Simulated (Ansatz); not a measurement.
Input file:

```yaml
crystal:
  periodic: [false, false, false]
  atoms:
    - {symbol: N, position_ang: [0.000000, -0.586527, 2.282254]}
    - {symbol: O, position_ang: [0.000000, 0.546858, -2.271831]}
    - {symbol: H, position_ang: [0.000000, 0.341708, 2.719242]}
    - {symbol: H, position_ang: [0.000000, -0.302040, -2.729666]}
basis:
  gaussian: {orbitals: def2-SVP}
magnetization: {spin_polarized: false, initial_magnetization: 1}
hamiltonian: {xc: hf}
accuracy: high
output: {forces: true, orbitals: {seedname: orbitals}}
```

```sh
$ ansatz run in.yaml --threads 1 --pin off --events-out ev --progress --plain --max-ram 2393MiB
```

The program prints:

```
652 factors; integrals over basis functions are off by at most 5.2e-9 eV
mean field evaluation 1: about -3526.5007 eV, gradient 5.3e1 eV
mean field evaluation 2: about -3526.5159 eV, gradient 5.3e1 eV
mean field evaluation 4: about -3530.3819 eV, gradient 3.0e1 eV
mean field evaluation 8: about -3539.7815 eV, gradient 2.2e1 eV
mean field evaluation 16: about -3540.9405 eV, gradient 2.2e-1 eV
mean field evaluation 32: about -3540.8623 eV, gradient 5.0e0 eV
mean field evaluation 64: about -3540.8623 eV, gradient 5.0e0 eV
mean field evaluation 96: about -3540.7835 eV, gradient 6.8e0 eV
mean field evaluation 128: about -3540.9403 eV, gradient 8.8e-3 eV
mean field evaluation 160: about -3540.9164 eV, gradient 1.5e0 eV
mean field evaluation 192: about -3540.9320 eV, gradient 3.9e-3 eV
mean field evaluation 224: about -3540.9320 eV, gradient 1.6e-8 eV
mean field evaluation 256: about -3540.3793 eV, gradient 1.5e1 eV
mean field evaluation 288: about -3540.9365 eV, gradient 9.9e-2 eV
mean field evaluation 320: about -3540.9406 eV, gradient 2.0e-3 eV
mean field -3540.94061212 eV, -130.1271673596 hartree, gradient 7.4e-12 eV, S^2 0.750000; 7 other end points of the search recorded, 0 dependent functions left out
the calculation of the forces begins
reference -3540.94061212 eV, -130.1271673596 hartree; 9, 8 occupied and 29, 30 virtual orbitals, 652 factors
Total energy: -3540.94061212 eV, -130.1271673596 hartree
Atom 0 at     0.000000    -0.586527     2.282254 Å, force    -0.000000     0.112562     0.059389 eV/Å
Atom 1 at     0.000000     0.546858    -2.271831 Å, force    -0.000000    -0.439446    -0.239311 eV/Å
Atom 2 at     0.000000     0.341708     2.719242 Å, force     0.000000    -0.115719    -0.073849 eV/Å
Atom 3 at     0.000000    -0.302040    -2.729666 Å, force     0.000000     0.442604     0.253771 eV/Å
Dipole moment:     0.000000    -0.007389    -0.029636 e Å
```

Forces (eV/Å):
```
N    0.000  0.113  0.059
O    0.000 -0.439 -0.239
H    0.000 -0.116 -0.074
H    0.000  0.443  0.254
```

Ran on 1 thread of Intel Xeon 6975P-C, shared host: 0.84 s wall, 0.19 GiB peak host memory.
